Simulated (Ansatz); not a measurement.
chloroform (CHCl₃), SMILES ClC(Cl)Cl.

The structure is a stationary point at PBE-D3(BJ)/def2-SVP.

Two levels are set side by side: PBE/def2-SVPD (Ansatz, a program for electronic structure) and CAM-B3LYP/def2-SVPD (Ansatz). Energy differences of separate SCF runs at the same geometry; the states with an electron removed or added have multiplicity 2 and 2. Differences are taken from unrounded values.

```json
[
 {"quantity": "vertical ionisation energy (eV)", "PBE": "10.73"},
 {"quantity": "vertical singlet–triplet gap (eV)", "PBE": "5.32"}
]
```

Task: These are the PBE values. What does CAM-B3LYP give? (Estimate from the structure and the level; the computed values follow.)

Result: 
```csv
quantity,CAM-B3LYP,PBE minus CAM-B3LYP
vertical ionisation energy (eV),11.51,-0.78
vertical singlet–triplet gap (eV),6.22,-0.90
```
